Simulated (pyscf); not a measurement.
Optimised with ωB97X-D3(BJ)/def2-SVP in PySCF.

Task: PBE/def2-TZVP puts the barrier of `[NH2][SiH2][Cl]` + `[H]` [doublet] -> `[NH2][SiH][Cl]` [doublet] + `[H][H]` (hydrogen abstraction; doublet surface; H–Si broken, H–H formed) at 0.0 kcal/mol and the reaction energy at -13.9 kcal/mol, from the separated reactants. What do r²SCAN/def2-TZVP, PBE0-D3(BJ)/def2-TZVP, ωB97M-D3(BJ)/def2-TZVP give on the same structures?

Result: r²SCAN: ΔE‡ = -0.7 kcal/mol, ΔE = -14.6 kcal/mol; PBE0-D3(BJ): ΔE‡ = 2.0 kcal/mol, ΔE = -11.4 kcal/mol; ωB97M-D3(BJ): ΔE‡ = 5.2 kcal/mol, ΔE = -9.9 kcal/mol. PBE's barrier lies among them. Its reaction energy lies among theirs. At r²SCAN this geometry lies under the reactants; that is no barrier but a single point on another level's saddle; such a level's own saddle, if it has one, lies nearer that side and is low. One saddle was located; it need not be the lowest between these sides. The angle at the transferred H is 176°.
